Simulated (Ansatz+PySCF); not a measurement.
## triplet B2: levels of theory in one basis

```xyz
2

B     0.0000    0.0000   -1.7311
B     0.0000    0.0000    1.7311
```

Basis set: 6-31G (spherical functions). Correlated methods keep 2 orbitals frozen. Correlation on ROHF uses semicanonical orbitals with singles. Charge 0, multiplicity 3.

Computed with Ansatz (development build ahead of 0.2.0); each method stands on the lowest determinant of its kind that the runs found.

| method | E − E(ROHF) (eV) | <S²> of the determinant |
| --- | --- | --- |
| ROHF | 0.00 | 2.00 |
| UHF | -0.01 | 2.00 |
| ROHF-MP2 | -1.28 | – |
| UHF-MP2 | -1.29 | 2.00 |
| UHF-CCSD | -2.33 | 2.00 |
| ROHF-CCSD(T) | -2.36 | – |

Q: What does full CI (lowest root of this spin) give on the same scale?

A: -2.45 eV.

At such a shape the full CI root can have another spatial symmetry than the determinants, so the rows needn't describe one state.

Q: Is a single determinant a sound starting point here?

A: Only with care. Unrestricted orbitals gain 0.01 eV and <S²> is 2.00 against 2.00 for a pure state, but bonds are stretched.

Caution for ROHF, ROHF-MP2, ROHF-CCSD(T): the determinant may break the point group. Caution for ROHF-MP2, UHF-MP2, UHF-CCSD, ROHF-CCSD(T): bonds are stretched, where a single reference can fail.
